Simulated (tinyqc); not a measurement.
Worked calculation (part 2 of 2): UKS/BP86 in the sto-6g basis, for NH, spin multiplicity 3. Computed by tinyqc, a small Python program that keeps every step (integrals from PySCF). Command: `OMP_NUM_THREADS=1 python tinyqc.py 28197 28198 out.jsonl` (the two numbers bound the seeds that draw the settings). One thread of a shared host (Intel(R) Xeon(R) Processor @ 2.60GHz), about 2 s of CPU time with the checks.

Geometry (angstrom):
```
atom,x,y,z
N,0.000000,0.000000,0.000000
H,0.000000,0.000000,1.504000
```

## Iteration 2: diagonalisation and new density

extrapolated F(alpha) (hartree):
```
,1N 1s,1N 2s,1N 2px,1N 2py,1N 2pz,2H 1s
1N 1s,-13.464104,-3.316547,0.005925,0.000610,-0.008418,-0.281009
1N 2s,-3.316547,-1.148468,0.029955,0.003065,-0.086128,-0.259562
1N 2px,0.005925,0.029955,0.111441,0.000068,-0.000443,0.003955
1N 2py,0.000610,0.003065,0.000068,0.110804,0.003310,0.000797
1N 2pz,-0.008418,-0.086128,-0.000443,0.003310,0.138636,-0.180016
2H 1s,-0.281009,-0.259562,0.003955,0.000797,-0.180016,-0.346199
```

extrapolated F(beta) (hartree):
```
,1N 1s,1N 2s,1N 2px,1N 2py,1N 2pz,2H 1s
1N 1s,-13.438467,-3.294969,0.003358,0.000325,-0.008272,-0.279438
1N 2s,-3.294969,-1.031564,0.010990,0.001089,-0.085186,-0.247556
1N 2px,0.003358,0.010990,0.264468,0.000086,0.000788,0.002010
1N 2py,0.000325,0.001089,0.000086,0.263723,-0.001336,0.000152
1N 2pz,-0.008272,-0.085186,0.000788,-0.001336,0.183242,-0.176316
2H 1s,-0.279438,-0.247556,0.002010,0.000152,-0.176316,-0.349273
```

X:
```
,1N 1s,1N 2s,1N 2px,1N 2py,1N 2pz,2H 1s
1N 1s,1.020925,-0.121663,0.000000,0.000000,-0.003055,0.013227
1N 2s,-0.121663,1.046516,0.000000,0.000000,0.026408,-0.135764
1N 2px,0.000000,0.000000,1.000000,0.000000,0.000000,0.000000
1N 2py,0.000000,0.000000,0.000000,1.000000,0.000000,0.000000
1N 2pz,-0.003055,0.026408,0.000000,0.000000,1.026838,-0.138522
2H 1s,0.013227,-0.135764,0.000000,0.000000,-0.138522,1.051963
```

Diagonalise F' = X^T F X, C = X C', fill 5 alpha and 3 beta electrons from the bottom; D(s) = C_occ C_occ^T. Each column has its largest component positive (the first on a tie).

F' = X^T F X (alpha) (hartree):
```
,1,2,3,4,5,6
1,-13.233402,-1.741632,0.002459,0.000250,-0.010052,-0.008060
2,-1.741632,-0.557776,0.030079,0.003112,-0.050336,-0.116714
3,0.002459,0.030079,0.111441,0.000068,-0.000230,0.000234
4,0.000250,0.003112,0.000068,0.110804,0.003367,-0.000028
5,-0.010052,-0.050336,-0.000230,0.003367,0.187396,-0.163521
6,-0.008060,-0.116714,0.000234,-0.000028,-0.163521,-0.276490
```

orbital energies (alpha) (hartree): MO1 -13.468414, MO2 -0.450362, MO3 -0.203177, MO4 0.110718, MO5 0.113623, MO6 0.239586

coefficients C (alpha):
```
,MO1,MO2,MO3,MO4,MO5,MO6
1N 1s,0.995508,-0.173560,-0.189121,0.000214,-0.018586,-0.001842
1N 2s,0.019147,0.653041,0.833127,-0.001946,0.079978,0.042382
1N 2px,-0.000476,-0.036969,-0.066081,-0.103719,0.991693,-0.007336
1N 2py,-0.000049,-0.005132,-0.004850,0.994287,0.103657,0.024483
1N 2pz,0.001530,0.157625,-0.087293,-0.025255,0.004967,1.020373
2H 1s,-0.003320,0.583064,-0.779641,0.013435,-0.032081,-0.442038
```

F' = X^T F X (beta) (hartree):
```
,1,2,3,4,5,6
1,-13.210308,-1.736180,0.002116,0.000206,-0.009980,-0.008726
2,-1.736180,-0.438218,0.010841,0.001044,-0.047373,-0.119165
3,0.002116,0.010841,0.264468,0.000086,0.000811,0.000557
4,0.000206,0.001044,0.000086,0.263723,-0.001365,0.000201
5,-0.009980,-0.047373,0.000811,-0.001365,0.233360,-0.165335
6,-0.008726,-0.119165,0.000557,0.000201,-0.165335,-0.281383
```

orbital energies (beta) (hartree): MO1 -13.442175, MO2 -0.407717, MO3 -0.129050, MO4 0.263604, MO5 0.264719, MO6 0.282262

coefficients C (beta):
```
,MO1,MO2,MO3,MO4,MO5,MO6
1N 1s,0.995859,-0.126948,-0.222240,0.000052,-0.005719,-0.001314
1N 2s,0.017700,0.452848,0.960027,0.002327,0.024567,0.038481
1N 2px,-0.000258,-0.009188,-0.021581,-0.123776,0.991811,0.020965
1N 2py,-0.000025,-0.000532,-0.002351,0.989340,0.124990,-0.074681
1N 2pz,0.001444,0.155214,-0.037064,0.078479,-0.011157,1.021049
2H 1s,-0.003058,0.748161,-0.638133,-0.032547,-0.002139,-0.419987
```

D(alpha) after iteration 2:
```
,1N 1s,1N 2s,1N 2px,1N 2py,1N 2pz,2H 1s
1N 1s,1.057272,-0.253330,-0.000014,0.000045,-0.009423,0.043544
1N 2s,-0.253330,1.127330,0.000311,-0.001038,0.030685,-0.271432
1N 2px,-0.000014,0.000311,0.999946,0.000180,0.007485,-0.003243
1N 2py,0.000045,-0.001038,0.000180,0.999401,-0.024982,0.010822
1N 2pz,-0.009423,0.030685,0.007485,-0.024982,0.033131,0.159459
2H 1s,0.043544,-0.271432,-0.003243,0.010822,0.159459,0.949024
```

D(beta) after iteration 2:
```
,1N 1s,1N 2s,1N 2px,1N 2py,1N 2pz,2H 1s
1N 1s,1.057240,-0.253217,0.005706,0.000565,-0.010028,0.043796
1N 2s,-0.253217,1.127037,-0.024884,-0.002499,0.034731,-0.273876
1N 2px,0.005706,-0.024884,0.000550,0.000056,-0.000627,0.006898
1N 2py,0.000565,-0.002499,0.000056,0.000006,0.000005,0.001102
1N 2pz,-0.010028,0.034731,-0.000627,0.000005,0.025467,0.139773
2H 1s,0.043796,-0.273876,0.006898,0.001102,0.139773,0.966969
```

## Iteration 11 (converged): orbitals

converged F(alpha) (hartree):
```
,1N 1s,1N 2s,1N 2px,1N 2py,1N 2pz,2H 1s
1N 1s,-14.006811,-3.429850,0.000000,0.000000,-0.007659,-0.290567
1N 2s,-3.429850,-1.441209,0.000000,0.000000,-0.041894,-0.277510
1N 2px,0.000000,0.000000,-0.178829,0.000000,0.000000,0.000000
1N 2py,0.000000,0.000000,0.000000,-0.178829,0.000000,0.000000
1N 2pz,-0.007659,-0.041894,0.000000,0.000000,-0.159681,-0.175890
2H 1s,-0.290567,-0.277510,0.000000,0.000000,-0.175890,-0.170837
```

converged F(beta) (hartree):
```
,1N 1s,1N 2s,1N 2px,1N 2py,1N 2pz,2H 1s
1N 1s,-13.980220,-3.407327,0.000000,0.000000,-0.006650,-0.288854
1N 2s,-3.407327,-1.312766,0.000000,0.000000,-0.034702,-0.264729
1N 2px,0.000000,0.000000,-0.019914,0.000000,0.000000,0.000000
1N 2py,0.000000,0.000000,0.000000,-0.019914,0.000000,0.000000
1N 2pz,-0.006650,-0.034702,0.000000,0.000000,-0.092393,-0.172077
2H 1s,-0.288854,-0.264729,0.000000,0.000000,-0.172077,-0.199322
```

As before.

F' = X^T F X (alpha) (hartree):
```
,1,2,3,4,5,6
1,-13.775390,-1.759437,0.000000,0.000000,-0.013533,-0.009325
2,-1.759437,-0.847346,0.000000,0.000000,-0.013313,-0.126857
3,0.000000,0.000000,-0.178829,0.000000,0.000000,0.000000
4,0.000000,0.000000,0.000000,-0.178829,0.000000,0.000000
5,-0.013533,-0.013313,0.000000,0.000000,-0.122630,-0.148226
6,-0.009325,-0.126857,0.000000,0.000000,-0.148226,-0.087918
```

orbital energies (alpha) (hartree): MO1 -14.010628, MO2 -0.644160, MO3 -0.233863, MO4 -0.178829, MO5 -0.178829, MO6 0.055366

coefficients C (alpha):
```
,MO1,MO2,MO3,MO4,MO5,MO6
1N 1s,0.995822,-0.244970,0.059735,0.000000,0.000000,0.045113
1N 2s,0.017850,0.987987,-0.291913,0.000000,-0.000001,-0.259762
1N 2px,0.000000,0.000000,0.000000,0.991100,0.133117,0.000000
1N 2py,0.000000,0.000000,-0.000002,-0.133117,0.991100,0.000000
1N 2pz,0.001353,0.084196,0.704298,0.000000,0.000001,-0.755755
2H 1s,-0.003052,0.108478,0.550437,0.000000,0.000002,0.910859
```

F' = X^T F X (beta) (hartree):
```
,1,2,3,4,5,6
1,-13.751370,-1.754518,0.000000,0.000000,-0.013383,-0.010227
2,-1.754518,-0.715708,0.000000,0.000000,-0.003415,-0.127432
3,0.000000,0.000000,-0.019914,0.000000,0.000000,0.000000
4,0.000000,0.000000,0.000000,-0.019914,0.000000,0.000000
5,-0.013383,-0.003415,0.000000,0.000000,-0.052936,-0.150327
6,-0.010227,-0.127432,0.000000,0.000000,-0.150327,-0.120306
```

orbital energies (beta) (hartree): MO1 -13.983454, MO2 -0.527496, MO3 -0.207914, MO4 -0.019914, MO5 -0.019914, MO6 0.078544

coefficients C (beta):
```
,MO1,MO2,MO3,MO4,MO5,MO6
1N 1s,0.996180,-0.235621,0.084842,0.000000,0.000000,-0.046748
1N 2s,0.016365,0.947235,-0.405755,0.000001,0.000000,0.258780
1N 2px,0.000000,0.000000,0.000000,0.291778,0.956486,-0.000001
1N 2py,0.000000,0.000000,0.000001,0.956486,-0.291778,-0.000002
1N 2pz,0.001196,0.089423,0.574039,0.000001,0.000000,0.858355
2H 1s,-0.002779,0.201835,0.670257,-0.000002,0.000000,-0.808970
```

D(alpha) after iteration 11:
```
,1N 1s,1N 2s,1N 2px,1N 2py,1N 2pz,2H 1s
1N 1s,1.055240,-0.241689,0.000000,0.000000,0.022792,0.003267
1N 2s,-0.241689,1.061650,0.000000,0.000000,-0.122386,-0.053560
1N 2px,0.000000,0.000000,1.000000,0.000000,0.000000,0.000000
1N 2py,0.000000,0.000000,0.000000,1.000000,0.000000,0.000000
1N 2pz,0.022792,-0.122386,0.000000,0.000000,0.503127,0.396801
2H 1s,0.003267,-0.053560,0.000000,0.000000,0.396801,0.314758
```

D(beta) after iteration 11:
```
,1N 1s,1N 2s,1N 2px,1N 2py,1N 2pz,2H 1s
1N 1s,1.055090,-0.241311,0.000000,0.000000,0.028824,0.006541
1N 2s,-0.241311,1.062159,0.000000,0.000000,-0.148195,-0.080821
1N 2px,0.000000,0.000000,0.000000,0.000000,0.000000,0.000000
1N 2py,0.000000,0.000000,0.000000,0.000000,0.000000,0.000000
1N 2pz,0.028824,-0.148195,0.000000,0.000000,0.337518,0.402799
2H 1s,0.006541,-0.080821,0.000000,0.000000,0.402799,0.489990
```

Within a degenerate level the vectors are fixed only up to a rotation; this is one choice.

## Convergence

Stop when the energy changes by less than 1e-08 hartree and every element of the error matrix X^T (F D S - S D F) X (for each spin) is below 3e-05.

Course of the cycle:
```
iteration,E (hartree),change,largest element of the error matrix
1,-46.22874477,-,5.47e+00
2,-54.63958636,-8.41e+00,2.63e-01
3,-54.55059310,8.90e-02,2.88e-01
4,-54.97592788,-4.25e-01,5.57e-02
5,-54.97964053,-3.71e-03,4.41e-02
6,-54.98112918,-1.49e-03,3.36e-02
7,-54.98304415,-1.91e-03,1.37e-02
8,-54.98340036,-3.56e-04,3.81e-03
9,-54.98342040,-2.00e-05,2.01e-03
10,-54.98342891,-8.51e-06,2.74e-05
11,-54.98342891,-1.65e-09,4.28e-06
```

PySCF UKS in the same basis, fine grid, after a stability check = -54.98224896 hartree

Converged in 11 iterations. The coarse grid moves the energy by -1.18e-03 hartree.

## Populations, bond orders and dipole

overlap S:
```
,1N 1s,1N 2s,1N 2px,1N 2py,1N 2pz,2H 1s
1N 1s,1.000000,0.229416,0.000000,0.000000,0.000000,0.019408
1N 2s,0.229416,1.000000,0.000000,0.000000,0.000000,0.244656
1N 2px,0.000000,0.000000,1.000000,0.000000,0.000000,0.000000
1N 2py,0.000000,0.000000,0.000000,1.000000,0.000000,0.000000
1N 2pz,0.000000,0.000000,0.000000,0.000000,1.000000,0.254788
2H 1s,0.019408,0.244656,0.000000,0.000000,0.254788,1.000000
```

Mulliken: Z minus the diagonal of D S on the atom; Loewdin: the same with S^(1/2) D S^(1/2); Mayer order: 2 sum_s sum (D(s) S)_ij (D(s) S)_ji over the two atoms.

Charges (e):
```
atom,Mulliken,Loewdin,Mulliken spin
1N,-0.024210,-0.012325,2.170154
2H,0.024210,0.012325,-0.170154
```

Mayer bond orders:
```
pair,order
2-1,0.970462
```

dipole moment about the origin, x y z (debye): 0.000000  0.000000  0.620826

<S^2> of the determinant (pure state: 2) = 2.026013
